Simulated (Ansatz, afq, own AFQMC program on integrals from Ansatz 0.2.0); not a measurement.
BGeH$_{3}$, singlet in cc-pVDZ, levels against CCSDT(Q)

```tsv
atom	x (Å)	y (Å)	z (Å)
Ge	-0.0288	0.0000	0.2536
B	0.1335	0.0000	-1.6270
H	0.4143	1.2770	0.9714
H	0.4143	-1.2770	0.9714
H	-0.1832	0.0000	-2.7670
```

Connectivity, by distances: GeH2–BH.

Basis cc-pVDZ. Only valence electrons are correlated. Ansatz 0.2.0 and our own AFQMC program on the same integrals; the CISD trial comes from CCSD amplitudes, and released means the phaseless constraint is let go. Uncertainties: one standard error, sampling alone. No spin–orbit coupling.

Determinant: RHF, the one that the program's search chose, which needn't be the lowest solution. The geometry is a point of a scan.

No full CI on the walks' own integrals is used here; CCSDT(Q) serves as the reference and is uncertain by about the last step of the cluster series.

Cautions: no relativity below Rb; no spin-orbit coupling; inner d shell frozen; higher spins were not checked; restricted determinant unstable towards unrestricted (UHF 195 meV lower, ⟨S²⟩ 0.50).

The T1 diagnostic is 0.0195. The weight of the determinant in the CISD state is 0.855. The size of the correlated space is 10 electrons in 41 orbitals.

| level | correlation energy (eV) |
| --- | --- |
| MP2 | -4.6331 |
| CCSD | -5.6793 |
| CCSD(T) | -5.8949 |

(1) Estimate where phaseless AFQMC with a CISD trial lies against CCSD(T) on the same integrals.

(1) 34.9 ± 12.9 meV below CCSD(T).

Reference: CCSDT(Q), correlation energy -5.945 eV. The released energy is read at 2.40 1/Eh (meV from the phaseless value at times in 1/Eh: 2 ± 16 at 0.24, 11 ± 13 at 0.51, -6 ± 13 at 0.99, -3 ± 12 at 1.62, 1 ± 15 at 2.40).

```json
{"level": "CCSD(T)", "E − E(reference) (meV)": "50.4", "share of correlation (%)": "99.15"}
{"level": "CCSDT", "E − E(reference) (meV)": "13.6", "share of correlation (%)": "99.77"}
{"level": "ph-AFQMC/CISD", "E − E(reference) (meV)": "15.5 ± 12.9", "share of correlation (%)": "99.74"}
{"level": "released AFQMC", "E − E(reference) (meV)": "16.7 ± 15.0", "share of correlation (%)": "99.72"}
```

A walk keeps the symmetry of its determinant, which the program's search chose and which needn't be the lowest solution, so a lower state of the same spin and another symmetry isn't excluded. Released energies are given only where the last usable release times agree within the noise; a slower fall can still hide under it.
